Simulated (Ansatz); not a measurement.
## Counterpoise correction, worked out

The pair of H₂O (SMILES O, atoms 1–3) and NH₃ (SMILES N, atoms 4–7), both closed shells, in one local arrangement (a lower one may exist), relaxed at PBE0-D4/def2-TZVP:

```csv
atom,x (Å),y (Å),z (Å)
O1,-0.0161,0.3844,-1.8731
H2,-0.2486,-0.4296,-2.3223
H3,-0.0131,0.1634,-0.9232
N4,0.0507,-0.0415,1.0025
H5,0.8885,-0.5023,1.3358
H6,0.0803,0.9153,1.3341
H7,-0.7416,-0.4898,1.4460
```

Program: Ansatz 0.2.0. Basis: def2-TZVPPD. Cores are frozen in the correlated methods.

MP2 total energies in eV:

| system | geometry | basis functions | energy |
| --- | --- | --- | --- |
| pair | pair | all | -3613.56692 |
| H₂O | as in the pair | all (partner as ghosts) | -2076.96997 |
| NH₃ | as in the pair | all (partner as ghosts) | -1536.32777 |
| H₂O | as in the pair | its own | -2076.96252 |
| NH₃ | as in the pair | its own | -1536.31168 |
| H₂O | free (PBE0-D4 minimum) | its own | -2076.96973 |
| NH₃ | free (PBE0-D4 minimum) | its own | -1536.31235 |

**Question.** Work out the interaction energy with and without the counterpoise correction, the superposition error, and the binding energy from the relaxed fragments.

**Answer.** Without correction: -3613.56692 − (-2076.96252) − (-1536.31168) = -0.29272 eV.
With correction (each fragment in the whole basis): -3613.56692 − (-2076.96997) − (-1536.32777) = -0.26918 eV = -6.21 kcal/mol.
The superposition error is the difference, 0.02354 eV, 8 % of the uncorrected value: each fragment borrows its partner's functions.
Deformation from the free shapes: 0.00721 eV for H₂O and 0.00067 eV for NH₃.
Binding energy from relaxed fragments: -0.26918 + 0.00721 + 0.00067 = -0.26130 eV = -6.03 kcal/mol (electronic, without zero-point energy; negative means bound). For comparison, the corrected interaction energy by CCSD(T) at an estimated basis limit (MP2 extrapolated from triple and quadruple zeta, plus CCSD(T) − MP2 in triple zeta) is -0.282 eV.

The T1 diagnostic stays at or below 0.011.

For scale, one of the runs: CCSD(T)/def2-TZVPPD, 162 basis functions (an equivalent command: `ansatz run in.yaml --threads 2`). Time: 14 s of wall clock on 2 CPU threads; the host was shared. Peak host memory: 1.2 GiB.
